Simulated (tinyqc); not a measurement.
RHF in the sto-3g basis, for BH2+, spin multiplicity 1, step by step. One step of it, computed by the program tinyqc.

Question. Iteration 2: DIIS coefficients. Solve [B -1; -1 0][c; lambda] = [0; -1] for the coefficients, which sum to one.

B (overlaps of the stored error matrices):
```
               1              2
1  3.3470275e+00  3.7652131e-01
2  3.7652131e-01  7.0293266e-02
```

Give: DIIS coefficients.

Answer.

DIIS coefficients: -0.1149  1.1149
